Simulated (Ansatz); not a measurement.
```yaml
crystal:
  periodic: [true, true, true]
  atoms:
    - {symbol: N, position_ang: [-0.965161, 0.685613, -1.032210]}
    - {symbol: Al, position_ang: [0.126616, 0.522570, 0.204960]}
    - {symbol: N, position_ang: [0.884068, -0.997011, 0.693171]}
    - {symbol: H, position_ang: [-1.402165, -0.130662, -1.576555]}
    - {symbol: H, position_ang: [-1.314165, 1.748626, -1.422908]}
    - {symbol: H, position_ang: [0.862761, 1.779667, 0.853913]}
    - {symbol: H, position_ang: [0.437519, -2.052366, 0.397285]}
    - {symbol: H, position_ang: [1.515556, -1.313543, 1.476696]}
basis:
  gaussian: {orbitals: def2-mTZVPP}
hamiltonian: {xc: {name: PBE-QIDH}, pseudopotentials: {relativity: none}}
accuracy: high
output: {forces: true}
```

```sh
$ ansatz run in.yaml --threads 4 --pin off --events-out ev --progress --plain --max-ram 10444MiB
```

It prints (some lines left out):

```
Error: YAML parse error: error: line 2 column 3: crystal: missing field `lattice` (a structure is typed as `lattice` and `atoms`, a molecule's as `atoms` in Å alone, or read from a run's directory, `checkpoint`)
 --> <input>:2:3
  |
1 | crystal:
2 |   periodic: [true, true, true]
  |   ^ crystal: missing field `lattice` (a structure is typed as `lattice` and `atoms`, a molecule's as `atoms` in Å alone, or read from a run's directory, `checkpoint`)
3 |   atoms:
4 |     - {symbol: N, position_ang: [-0.965161, 0.685613, -1.032210]}
  |
```

**Question.** What is wrong with this run?

**Answer.** The molecule is marked periodic without a cell. The program refused the input.
